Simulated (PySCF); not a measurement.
Delta-SCF ions had no search for a lower state. Excitations are Tamm–Dancoff values on a coarser integration grid. The basis has no diffuse functions, so Rydberg states are missing or too high.

# C3H4, SMILES `C(C)#C` (charge 0, multiplicity 1)

The numbers are results of M06-2X/def2-TZVP // B3LYP-D3(BJ)/def2-TZVP (PySCF 2.14.0), not measurements.

The HOMO comes out as -9.01 eV. The dipole moment is 0.80 D and the HOMO–LUMO gap is 11.07 eV. The LUMO is 2.06 eV, the S1 excitation (TDA) is 6.28 eV and the S1 oscillator strength comes out as 0.000. The T1 excitation (TDA) comes out as 5.79 eV, the S1–T1 gap (TDA) is 0.49 eV and the vertical ionisation energy (Delta-SCF) is 10.43 eV. The total energy comes out as -116.6426 Ha. The cost comes out as about 4 core-minutes (a rough figure).

Bond lengths (Å): C1–C2 1.200, C1–H4 1.062, C2–C3 1.454, C3–H5 1.092, C3–H6 1.092, C3–H7 1.092. Angles (°): C2–C1–H4 180.0, C1–C2–C3 180.0, C2–C3–H5 110.9, C2–C3–H6 110.9, C2–C3–H7 110.9, H5–C3–H6 108.0, H5–C3–H7 108.0, H6–C3–H7 108.0.
Charge 0, spin multiplicity 1.
